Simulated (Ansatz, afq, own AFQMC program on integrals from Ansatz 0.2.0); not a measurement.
Al$_{2}$H$_{2}$, singlet in cc-pVDZ, levels against CCSDT(Q)

```yaml
atoms:
  - { symbol: Al, position_ang: [0.0000, 0.0976, 1.2555] }
  - { symbol: Al, position_ang: [0.0000, -0.0142, -1.3761] }
  - { symbol: H, position_ang: [0.0000, -0.9644, 3.1811] }
  - { symbol: H, position_ang: [0.0000, -1.2660, 0.0456] }
```

Connectivity, by distances: Al–Al ··· H, 1 bridging H.

Basis cc-pVDZ. Noble-gas cores (and the filled d shells of Ga–Kr and In–Xe) are frozen. Ansatz 0.2.0 and our own AFQMC program on the same integrals; the CISD trial comes from CCSD amplitudes, and released means the phaseless constraint is let go. ± is one standard error of the sampling.

Determinant: UHF, the one that the program's search chose, which needn't be the lowest solution. The geometry is a point of a scan.

No full CI on the walks' own integrals is used here; CCSDT(Q) serves as the reference and is uncertain by about the last step of the cluster series.

Cautions: higher spins were not checked; an unrestricted solution with more broken spin lies lower (45 meV, ⟨S²⟩ 0.43), while this determinant keeps restricted orbitals; raised T1 diagnostic (T1 0.024, weight of the determinant 0.83, largest double 0.12).

```
T1 diagnostic                               : 0.0238
weight of the determinant in the CISD state : 0.832
⟨S²⟩ of the determinant                     : 0.000
size of the correlated space                : 8 electrons in 36 orbitals
```

Reference: CCSDT(Q), correlation energy -4.582 eV. The released energy is read at 2.40 1/Eh (meV from the phaseless value at times in 1/Eh: 2 ± 17 at 0.24, -1 ± 13 at 0.51, -12 ± 16 at 0.99, 3 ± 12 at 1.62, -16 ± 14 at 2.40).

```
         level  E − E(reference) (kJ/mol)  share of correlation (%)
            HF                      442.1                      0.00
           MP2                      128.0                     71.04
          CCSD                       21.1                     95.23
       CCSD(T)                        5.4                     98.79
         CCSDT                        1.1                     99.76
 ph-AFQMC/CISD                  2.0 ± 1.5                     99.56
released AFQMC                  0.4 ± 1.3                     99.90
```

A walk keeps the symmetry of its determinant, which the program's search chose and which needn't be the lowest solution, so a lower state of the same spin and another symmetry isn't excluded. Released energies are given only where the last usable release times agree within the noise; a slower fall can still hide under it.
